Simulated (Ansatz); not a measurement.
This Ansatz (a program for electronic structure) input (r2SCAN/def2-TZVP) gives -1.17094 Eh with 12 basis functions.

Ansatz 0.2 input:
```yaml
crystal:
  periodic: [false, false, false]
  atoms:
    - {symbol: H, position_ang: [-0.00000000, -0.00000000, -0.37201156]}
    - {symbol: H, position_ang: [0.00000000, 0.00000000, 0.37201156]}
basis:
  gaussian:
    orbitals: def2-TZVP
hamiltonian:
  xc: {name: r2SCAN}
magnetization: {spin_polarized: false}
```

Change:
```diff
- orbitals: def2-TZVP
+ orbitals: def2-SVPD
```

Problem. What does the run give now?

Solution. -1.16618 Eh (r2SCAN/def2-SVPD, 16 functions), a change of +4.76 mEh.
